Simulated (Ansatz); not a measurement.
## AsH₃⁺, quartet in 6-31G: errors against full CI

Geometry: that of the AsH3⁺, doublet, kept fixed. The doublet lies 9.3 eV lower here.

```xyz
4

As    0.0001    0.0000   -0.0162
H     1.4362    0.0138    0.4059
H    -0.7317    1.2385    0.3977
H    -0.7085   -1.2513    0.3998
```

Basis 6-31G (Cartesian d functions); Ansatz 0.2.0. Only valence electrons are correlated (noble-gas cores and the filled d shells of p-block atoms frozen), which leaves 7 electrons in 21 orbitals. Prefix R: restricted or restricted open-shell reference; prefix U: unrestricted. Active spaces: valence = (7e, 7o) chosen from the atoms' valence shells. No spin–orbit coupling is included, and no scalar relativity.

Full CI is exact within this basis and frozen core; it isn't the basis-set limit. The frozen core follows each run's orbitals, which can shift R against U totals by a few meV for light atoms and by up to 0.1 eV past Ca.

Coupled cluster chose its determinant by a search with trial CCSD, here up to 0.44 eV above the lowest Hartree–Fock solution of its kind, and MP2 stands on that determinant too.

The determinant has the irrep A'', whose lowest full-CI state lies within 3 meV of the A' state that serves as the reference; occupations given are those of the former.

- UHF ⟨S²⟩: 3.752
- ⟨S²⟩ of the determinant under UCCSD: 3.758
- T1 diagnostic (RCCSD): 0.0370
- largest doubles amplitude (RCCSD): 0.295

```csv
level,E − E(full CI) (kcal/mol),share of correlation (%),wall time
RMP2,21.55,58.54,–
RCCSD,2.57,95.05,–
RCCSD(T),0.99,98.10,2.2 s
BCCD(T),1.10,97.89,2.2 s
RCCSDT,0.06,99.88,–
RCCSDT(Q),0.00,100.01,3.8 s
RCCSDTQ,-0.02,100.04,19 s
```

The correlation energy at full CI, counted from the determinant under the R cluster runs, is -2.254 eV. That run took 20 s on 1 thread of Arm Neoverse V2, shared host over 2,133,000 determinants.

Run but not shown, since their state, orbitals or frozen core can't be matched to the reference's or they repeat it: RHF, UHF, UMP2, CISD, UCCSD, UCCSD(T), UCCSDT, CISDTQ, UCCSDT(Q), CASSCF (valence space), NEVPT2 (valence space), MRCISD (valence space), MRCISD+Q (valence space).

Times hold each run's SCF and search for its determinant on a shared host, so for small cases they say little of a method's own cost; they ran on 1 thread of Arm Neoverse V2.

The full-CI state has the irrep A' of Cs, in the program's axes (one component, if the state is degenerate).

Natural occupations of full CI about the gap: 1.971 1.815 1.145 1.000 0.849 0.166 0.034 0.005 0.004 0.003; effectively unpaired electrons, Σ n²(2−n)², 3.13.
